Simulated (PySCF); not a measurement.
**Match the barriers**

Saddle point of C$_{2}$H$_{5}$Al, singlet (C₂H₂ (C#C) + AlH₃ → C₂H₅Al ([CH2][CH][AlH2]); bonds formed: Al1–C5, H2–C6; bonds broken: Al1–H2), PBE0-D4/def2-TZVP structure:

```xyz
8
angstrom
Al -0.8015 -0.5946 -0.4317
H -0.4529 -0.9968 1.1195
H -0.2630 -1.6642 -1.4720
H -2.1544 0.2238 -0.5580
C 0.7347 0.8812 -0.2917
C 0.8003 0.3939 0.8397
H 1.0462 1.5667 -1.0540
H 1.0905 0.1900 1.8481
```

PySCF 2.14 with density fitting (its default auxiliary sets; JK sets also for MP2 and CCSD(T)); basis: def2-TZVPP, with def2-QZVPP for the basis limit; cores frozen in the correlated methods. Extrapolation: Hartree–Fock as exp(−7.88 √X), correlation as X^−2.97. Four methods, as single points on the PBE0-D4 structures, gave these electronic barriers from the start structure: 18.6, 27.6, 48.3, 74.8 kJ/mol.

The methods were, in alphabetical order, CCSD(T), HF, PBE-D4, PBE0-D4. Which gave which? (A judgement: the text doesn't fix the answer.)

By the calculation: PBE-D4 18.6; PBE0-D4 27.6; CCSD(T) 48.3; HF 74.8 kJ/mol. For comparison, CCSD(T) at an estimated basis limit (MP2 extrapolated from triple and quadruple zeta, plus CCSD(T) − MP2 in triple zeta) gives 47.1 kJ/mol.

No T1 diagnostic of these runs exceeds 0.019.

Labels in which every atom is bracketed show which atoms are joined, not bond orders.

For scale, one of the runs: CCSD(T)/def2-TZVPP, 174 basis functions, launched by `OMP_NUM_THREADS=4 python run.py`. Time: 2.5 min of wall clock on 4 CPU threads of an Arm Neoverse V1; the host was shared. Peak host memory: 1.2 GiB.
